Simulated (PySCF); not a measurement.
**Orbital picture of AlS⁻**

r²SCAN at R = 2.109 Å; basis Al aug-pcseg-1, S aug-pcseg-1; no relativity; PySCF 2.14. State: ¹Σ⁺ (singlet), closed shell. Only the outer orbitals are listed, counted within each symmetry.

| orbital | occ. | ε (eV) | on Al (%) | main shells (%) |
| --- | --- | --- | --- | --- |
| 7σ | 2 | -11.08 | 10 | 90 S s |
| 8σ | 2 | -3.18 | 52 | 51 Al s, 42 S p |
| 3π | 2 | -0.85 | 11 | 88 S p, 11 Al p |
| 3π | 2 | -0.85 | 11 | 88 S p, 11 Al p |
| 9σ | 2 | -0.18 | 74 | 46 Al s, 28 Al p, 26 S p |
| 4π | 0 | 2.77 | 107 | 106 Al p |
| 4π | 0 | 2.77 | 107 | 106 Al p |

**Question.** Which are the highest filled and the lowest empty level, where do they sit, and how wide is the gap?

**Answer.** Highest filled 9σ at -0.18 eV (in %: 46 Al s, 28 Al p, 26 S p); lowest empty 4π at 2.77 eV (in %: 106 Al p); the gap at r²SCAN is 2.95 eV. An empty level above zero is unbound, and its energy depends on the basis.

```
bond order (Mayer)                                                                                                : 1.28
⟨S²⟩                                                                                                              : 0.000
charge on Al (Mulliken, basis-dependent)                                                                          : -0.17
charge on Al (Löwdin, basis-dependent)                                                                            : -0.10
dipole moment (positive dipole points towards S; it is taken about the centre of mass and depends on that origin) : 0.00 D
```

Shares are Mulliken populations and can fall outside 0 to 100 %.
